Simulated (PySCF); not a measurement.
## J couplings in C3H4N2O

Cartesian coordinates in Å; atom numbers follow the order of the lines, from 1:
```xyz
10

C    -1.402    0.134    0.844
O    -0.037   -0.246    0.841
C     0.617   -0.057   -0.298
N     0.089    0.425   -1.342
C     2.009   -0.471   -0.185
N     3.124   -0.778   -0.173
H    -1.770   -0.072    1.856
H    -1.968   -0.446    0.100
H    -1.509    1.201    0.601
H     0.757    0.490   -2.109
```

Method: B3LYP/pcJ-1 (spin–dipole term only in couplings to heteroatoms)//PBE0-D3(BJ)/def2-SVP, PySCF 2.14; isolated molecule, single conformer, non-relativistic. Couplings are averaged over pairs made equivalent by symmetry, fast rotation or ring inversion, so a value needn't be that of the named pair in this geometry, while other rotamers aren't included; one pair stands for each set, and the list holds those of at least 1.5 Hz over up to four bonds, among pairs with at least one C or N or H atom (others weren't computed).

Isotopes: 13C, 1H, 15N, 17O. Couplings to quadrupolar nuclei such as 17O and 33S are rarely resolved in practice.

```tsv
pair	bonds	J (Hz)
C1, O2	1	21.5
C1, H7	1	153.7
O2, C3	1	19.6
C3, N4	1	-11.6
C3, C5	1	106.7
N4, H10	1	?
C5, N6	1	-18.4
C1, C3	2	?
O2, N4	2	2.9
O2, C5	2	-26.3
O2, H7	2	-6.6
C3, N6	2	?
C3, H10	2	?
N4, C5	2	2.8
H7, H8	2	-11.7
C1, N4	3	-3.9
C1, C5	3	3.4
O2, H10	3	?
C3, H7	3	4.7
C5, H10	3	?
```

Question: Estimate the withheld couplings, with signs.

Answer: 
- 1J(N4,H10) = -61.6 Hz (bond length 1.019 Å)
- 2J(C1,C3) = -1.9 Hz (angle at O2 116°)
- 2J(C3,N6) = 2.8 Hz (angle at C5 176°)
- 2J(C3,H10) = -2.8 Hz (angle at N4 112°)
- 3J(O2,H10) = -5.4 Hz (dihedral angle 180°)
- 3J(C5,H10) = 8.9 Hz (dihedral angle 0°)
